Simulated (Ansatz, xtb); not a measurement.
Relative energy of two isomers of CH8NSi+

We compare I, `C[NH2+][SiH3]`, a singlet, with II, `[NH3+]C[SiH3]`, a singlet. Both are isolated ions in the gas phase, relaxed with PBE-D3(BJ)/def2-SVP.

Quicker runs give these differences E(II) − E(I): GFN2-xTB +1.072 eV; HF/STO-3G +1.036 eV (at GFN2-xTB geometries); r2SCAN-D4/def2-SVP +0.500 eV (at GFN2-xTB geometries).

Task: Estimate E(II) − E(I) at the level CCSD(T)/def2-TZVP.

Result: Calculated at CCSD(T)/def2-TZVP: E(II) − E(I) = +0.581 eV, so structure I lies lower.

How the difference moves with the method:

```csv
level,geometry,E(II) − E(I) (eV),departure from the last row (eV),"job, with rough time for the two"
GFN2-xTB,GFN2-xTB,+1.072,+0.491,"optimisation, 0.11 s"
HF/STO-3G,GFN2-xTB,+1.036,+0.455,"single point, 0.2 s"
r2SCAN-D4/def2-SVP,GFN2-xTB,+0.500,−0.080,"single point, 2.7 s"
PBE-D3(BJ)/def2-SVP,PBE-D3(BJ)/def2-SVP,+0.454,−0.126,"optimisation, 14 s"
HF/def2-TZVP,PBE-D3(BJ)/def2-SVP,+0.624,+0.044,part of the CCSD(T) run
MP2/def2-TZVP,PBE-D3(BJ)/def2-SVP,+0.601,+0.020,part of the CCSD(T) run
CCSD(T)/def2-TZVP,PBE-D3(BJ)/def2-SVP,+0.581,,"single point, 30 s"
```

As drawn, II has 1 C–Si, 1 N–H in place of 1 N–Si, 1 C–H.

None of the levels shown reverses the order. The largest departure from CCSD(T)/def2-TZVP is that of GFN2-xTB, 0.491 eV.

With harmonic frequencies from PBE-D3(BJ)/def2-SVP (ideal gas, rigid rotor, one conformer each, 298.15 K, 1 atm): the zero-point term adds +0.007 eV; ΔH is +0.588 and ΔG +0.586 eV.

The correlated steps freeze 7 core orbitals. Programs: Ansatz 0.2.0, xtb 6.7.1; the last row on 2 threads of Arm Neoverse V1 on a shared host.
